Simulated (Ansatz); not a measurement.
System: methanethiol, CH4S (charge 0, singlet). SMILES: CS
Geometry from a B3LYP-D3(BJ)/def2-TZVP (Ansatz, an electronic-structure program) optimisation:
```xyz
6

C     -0.0402     1.1565     0.0077
S     -0.0524    -0.6664    -0.0048
H      1.2792    -0.8404     0.0008
H     -1.0838     1.4664     0.0045
H      0.4371     1.5427     0.9058
H      0.4463     1.5550    -0.8800
```
Charge 0, spin multiplicity 1.

Atomisation energy built up term by term with Ansatz (kcal/mol; UHF references for open shells; valence terms freeze the core; atomic spin-orbit terms are left out). CBS(X,Y): correlation extrapolated as X^-3; Hartree-Fock from the larger set.

```tsv
term	basis	kcal/mol
Hartree-Fock	cc-pV(Q+d)Z	…
CCSD correlation	CBS(cc-pV(T+d)Z,cc-pV(Q+d)Z)	…
(T)	CBS(cc-pV(T+d)Z,cc-pV(Q+d)Z)	6.36
core correlation	cc-pwCVTZ	1.48
scalar relativity (X2C)	cc-pVTZ-DK against cc-pVTZ	-0.58
sum: De		…
```

### Question
Complete the blanks.

### Answer

- Hartree-Fock, kcal/mol: 350.97
- CCSD correlation, kcal/mol: 117.22
- sum: De, kcal/mol: 475.4
